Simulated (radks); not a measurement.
**Spin polarisation of the 3s shell in Si³⁺**

The task here is to estimate one member of a computed series from the others.

Program: radks (a radial shooting solver on a logarithmic mesh, Libxc functionals) version 1. Level of theory: scalar-relativistic Kohn-Sham, PBE, spin-polarised, spherical densities, finite nucleus. These are calculated values, not measurements, unless marked.

## The system

| Quantity | Value |
| --- | --- |
| element | silicon (Z = 14) |
| charge | +3 |
| electrons | 11 |
| configuration | [Ne] 3s(up 0.5, down 0.5) |
| nuclear rms radius | 3.1224 fm |

A shell typed twice in an input gives spin up, then spin down.

Set-up of the first run:

The run's settings:

```text
Z 14
configuration [Ne] 3s0.5 3s0.5
relativity scalar-relativistic
functional pbe,pbe
spin polarised
nucleus finite rms 3.1224 fm
c 137.035999084
```

Among the steps run: No moment.

One of the session's tables, all rows but one given; the rest of the session is left out.

It belongs to the step «No moment». Sizes of the orbitals, from the radial functions (bohr):

```
level     <r>  outermost maximum (interpolated)  90 % within  nodes
   1s       ?                                 ?            ?      ?
   2s  0.5660                             0.454        0.891      1
   2p  0.5341                             0.387        0.897      0
   3s   1.846                              1.63         2.73      2
```

Q: Estimate the row for 1s from the others.

**Answer.** <r>: 0.1113; outermost maximum (interpolated): 0.0726; 90 % within: 0.199; nodes: 0. In the column «<r>» it is the lowest.
